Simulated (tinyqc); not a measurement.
Inside a calculation. Method: RHF in the sto-6g basis, for H2F+, spin multiplicity 1. One step of it, computed by the program tinyqc.

Problem. Iteration 1: building the Fock matrix. J_ij = sum D_kl (ij|kl), K_ij = sum D_kl (ik|jl); F = H + J - 0.5 K; E = tr D H + tr D J / 2 - 0.25 tr D K + E_nn.

D at the start, order 1F 1s, 1F 2s, 1F 2px, 1F 2py, 1F 2pz, 2H 1s, 3H 1s:
$$\begin{pmatrix}
2.127441 & -0.581453 & 0.000000 & 0.002766 & -0.041905 & 0.076502 & 0.082047 \\
-0.581453 & 2.639809 & 0.000000 & -0.020278 & 0.260769 & -0.335574 & -0.362166 \\
0.000000 & 0.000000 & 2.000000 & 0.000000 & 0.000000 & 0.000000 & 0.000000 \\
0.002766 & -0.020278 & 0.000000 & 2.320275 & -0.008218 & -0.348341 & 0.365423 \\
-0.041905 & 0.260769 & 0.000000 & -0.008218 & 2.126062 & -0.191421 & -0.202886 \\
0.076502 & -0.335574 & 0.000000 & -0.348341 & -0.191421 & 0.107810 & 0.003790 \\
0.082047 & -0.362166 & 0.000000 & 0.365423 & -0.202886 & 0.003790 & 0.119518
\end{pmatrix}$$

core Hamiltonian H = T + V (hartree), order 1F 1s, 1F 2s, 1F 2px, 1F 2py, 1F 2pz, 2H 1s, 3H 1s:
$$\begin{pmatrix}
-41.573798 & -9.276195 & 0.000000 & 0.000799 & -0.018459 & -1.948328 & -2.080776 \\
-9.276195 & -11.533110 & 0.000000 & 0.007911 & -0.208992 & -4.171982 & -4.381706 \\
0.000000 & 0.000000 & -9.285920 & 0.000000 & 0.000000 & 0.000000 & 0.000000 \\
0.000799 & 0.007911 & 0.000000 & -9.439264 & 0.004108 & -2.163480 & 2.245993 \\
-0.018459 & -0.208992 & 0.000000 & 0.004108 & -9.365499 & -1.626858 & -1.685723 \\
-1.948328 & -4.171982 & 0.000000 & -2.163480 & -1.626858 & -5.711540 & -1.872298 \\
-2.080776 & -4.381706 & 0.000000 & 2.245993 & -1.685723 & -1.872298 & -5.840701
\end{pmatrix}$$

Two-electron integrals (ij|kl) in chemists' order, unique and non-zero (hartree):
```
(11|11) 5.406240    (21|11) 0.768129    (21|21) 0.138909    (22|11) 1.266271
(22|21) 0.283987    (22|22) 0.926367    (31|31) 0.029452    (32|31) 0.044681
(32|32) 0.204753    (33|11) 1.266273    (33|21) 0.283987    (33|22) 0.926366
(33|33) 0.998085    (41|41) 0.029452    (42|41) 0.044681    (42|42) 0.204753
(43|43) 0.053789    (44|11) 1.266273    (44|21) 0.283987    (44|22) 0.926366
(44|33) 0.890506    (44|44) 0.998085    (51|51) 0.029452    (52|51) 0.044681
(52|52) 0.204753    (53|53) 0.053789    (54|54) 0.053789    (55|11) 1.266273
(55|21) 0.283987    (55|22) 0.926366    (55|33) 0.890506    (55|44) 0.890506
(55|55) 0.998085    (61|11) 0.171163    (61|21) 0.029658    (61|22) 0.059267
(61|33) 0.059164    (61|41) 0.001041    (61|42) 0.002029    (61|44) 0.059367
(61|51) 0.000750    (61|52) 0.001462    (61|54) 0.000146    (61|55) 0.059270
(61|61) 0.006438    (62|11) 0.409873    (62|21) 0.093192    (62|22) 0.336313
(62|33) 0.331670    (62|41) 0.005442    (62|42) 0.040030    (62|44) 0.340837
(62|51) 0.003922    (62|52) 0.028849    (62|54) 0.006606    (62|55) 0.336431
(62|61) 0.019876    (62|62) 0.147409    (63|31) 0.010646    (63|32) 0.059926
(63|43) 0.008459    (63|53) 0.006097    (63|63) 0.022300    (64|11) 0.217177
(64|21) 0.050102    (64|22) 0.193325    (64|33) 0.184934    (64|41) 0.013263
(64|42) 0.082128    (64|44) 0.207285    (64|51) 0.001886    (64|52) 0.016001
(64|54) 0.010012    (64|55) 0.187755    (64|61) 0.011184    (64|62) 0.103999
(64|64) 0.095321    (65|11) 0.156516    (65|21) 0.036108    (65|22) 0.139326
(65|33) 0.133279    (65|41) 0.001886    (65|42) 0.016001    (65|44) 0.137194
(65|51) 0.012005    (65|52) 0.071457    (65|54) 0.011281    (65|55) 0.147506
(65|61) 0.008060    (65|62) 0.074951    (65|64) 0.052625    (65|65) 0.060226
(66|11) 0.542465    (66|21) 0.125647    (66|22) 0.519079    (66|33) 0.501028
(66|41) 0.009868    (66|42) 0.099307    (66|44) 0.536670    (66|51) 0.007111
(66|52) 0.071569    (66|54) 0.025687    (66|55) 0.519540    (66|61) 0.027041
(66|62) 0.284713    (66|64) 0.233235    (66|65) 0.168089    (66|66) 0.774999
(71|11) 0.182877    (71|21) 0.031683    (71|22) 0.063298    (71|33) 0.063188
(71|41) -0.001111   (71|42) -0.002164   (71|44) 0.063406    (71|51) 0.000800
(71|52) 0.001558    (71|54) -0.000157   (71|55) 0.063301    (71|61) 0.006793
(71|62) 0.020631    (71|64) 0.010562    (71|65) 0.008361    (71|66) 0.027733
(71|71) 0.007347    (72|11) 0.431476    (72|21) 0.098072    (72|22) 0.353107
(72|33) 0.348276    (72|41) -0.005714   (72|42) -0.041727   (72|44) 0.357820
(72|51) 0.004115    (72|52) 0.030048    (72|54) -0.006873   (72|55) 0.353225
(72|61) 0.020329    (72|62) 0.129033    (72|64) 0.062081    (72|65) 0.063558
(72|66) 0.206726    (72|71) 0.022336    (72|72) 0.161447    (73|31) 0.011288
(73|32) 0.063245    (73|43) -0.008849   (73|53) 0.006372    (73|63) 0.019105
(73|73) 0.024631    (74|11) -0.226031   (74|21) -0.052135   (74|22) -0.200693
(74|33) -0.191932   (74|41) 0.014025    (74|42) 0.086263    (74|44) -0.215283
(74|51) -0.001971   (74|52) -0.016576   (74|54) 0.010444    (74|55) -0.194864
(74|61) -0.010280   (74|62) -0.061052   (74|64) -0.010405   (74|65) -0.029399
(74|66) -0.085276   (74|71) -0.012439   (74|72) -0.112613   (74|74) 0.102863
(75|11) 0.162767    (75|21) 0.037543    (75|22) 0.144521    (75|33) 0.138212
(75|41) -0.001971   (75|42) -0.016576   (75|44) 0.142283    (75|51) 0.012707
(75|52) 0.075181    (75|54) -0.011781   (75|55) 0.153067    (75|61) 0.008147
(75|62) 0.063027    (75|64) 0.029591    (75|65) 0.049797    (75|66) 0.112217
(75|71) 0.008957    (75|72) 0.081093    (75|74) -0.056336   (75|75) 0.065199
(76|11) 0.171071    (76|21) 0.039312    (76|22) 0.154253    (76|33) 0.151381
(76|41) 0.000025    (76|42) 0.000279    (76|44) 0.154154    (76|51) 0.002652
(76|52) 0.023319    (76|54) 0.000064    (76|55) 0.157223    (76|61) 0.008306
(76|62) 0.067947    (76|64) 0.041599    (76|65) 0.039327    (76|66) 0.138728
(76|71) 0.008867    (76|72) 0.070740    (76|74) -0.042491   (76|75) 0.040535
(76|76) 0.037979    (77|11) 0.556723    (77|21) 0.128896    (77|22) 0.530434
(77|33) 0.511900    (77|41) -0.010265   (77|42) -0.101979   (77|44) 0.548515
(77|51) 0.007392    (77|52) 0.073436    (77|54) -0.026367   (77|55) 0.530887
(77|61) 0.026636    (77|62) 0.201059    (77|64) 0.084369    (77|65) 0.110118
(77|66) 0.346829    (77|71) 0.029635    (77|72) 0.300865    (77|74) -0.243738
(77|75) 0.175518    (77|76) 0.138728    (77|77) 0.774999
```

nuclear repulsion = 10.69562709 hartree

Give: Coulomb J; exchange K; Fock matrix F; total energy of this density.

Solution.

Coulomb J (hartree), order 1F 1s, 1F 2s, 1F 2px, 1F 2py, 1F 2pz, 2H 1s, 3H 1s:
$$\begin{pmatrix}
21.2662 & 3.8563 & 0.0000 & -0.0003 & 0.0046 & 0.8273 & 0.8838 \\
3.8563 & 10.0459 & 0.0000 & 0.0002 & -0.0021 & 3.5318 & 3.7101 \\
0.0000 & 0.0000 & 10.0494 & 0.0000 & 0.0000 & 0.0000 & 0.0000 \\
-0.0003 & 0.0002 & 0.0000 & 10.0433 & 0.0004 & 1.9869 & -2.0630 \\
0.0046 & -0.0021 & 0.0000 & 0.0004 & 10.0450 & 1.4291 & 1.4829 \\
0.8273 & 3.5318 & 0.0000 & 1.9869 & 1.4291 & 5.2216 & 1.5782 \\
0.8838 & 3.7101 & 0.0000 & -2.0630 & 1.4829 & 1.5782 & 5.3390
\end{pmatrix}$$

exchange K (hartree), order 1F 1s, 1F 2s, 1F 2px, 1F 2py, 1F 2pz, 2H 1s, 3H 1s:
$$\begin{pmatrix}
11.1776 & 1.8141 & 0.0000 & -0.0001 & 0.0015 & 0.4170 & 0.4449 \\
1.8141 & 3.2340 & 0.0000 & 0.0001 & 0.0048 & 0.9983 & 1.0517 \\
0.0000 & 0.0000 & 2.6922 & 0.0000 & 0.0000 & 0.0000 & 0.0000 \\
-0.0001 & 0.0001 & 0.0000 & 2.6884 & 0.0008 & 0.4194 & -0.4360 \\
0.0015 & 0.0048 & 0.0000 & 0.0008 & 2.6867 & 0.3007 & 0.3131 \\
0.4170 & 0.9983 & 0.0000 & 0.4194 & 0.3007 & 0.4489 & 0.3025 \\
0.4449 & 1.0517 & 0.0000 & -0.4360 & 0.3131 & 0.3025 & 0.4927
\end{pmatrix}$$

Fock matrix F (hartree), order 1F 1s, 1F 2s, 1F 2px, 1F 2py, 1F 2pz, 2H 1s, 3H 1s:
$$\begin{pmatrix}
-25.8964 & -6.3270 & 0.0000 & 0.0006 & -0.0146 & -1.3295 & -1.4195 \\
-6.3270 & -3.1042 & 0.0000 & 0.0081 & -0.2135 & -1.1393 & -1.1974 \\
0.0000 & 0.0000 & -0.5826 & 0.0000 & 0.0000 & 0.0000 & 0.0000 \\
0.0006 & 0.0081 & 0.0000 & -0.7401 & 0.0041 & -0.3863 & 0.4010 \\
-0.0146 & -0.2135 & 0.0000 & 0.0041 & -0.6639 & -0.3480 & -0.3594 \\
-1.3295 & -1.1393 & 0.0000 & -0.3863 & -0.3480 & -0.7144 & -0.4453 \\
-1.4195 & -1.1974 & 0.0000 & 0.4010 & -0.3594 & -0.4453 & -0.7480
\end{pmatrix}$$

total energy of this density = -98.605372 hartree
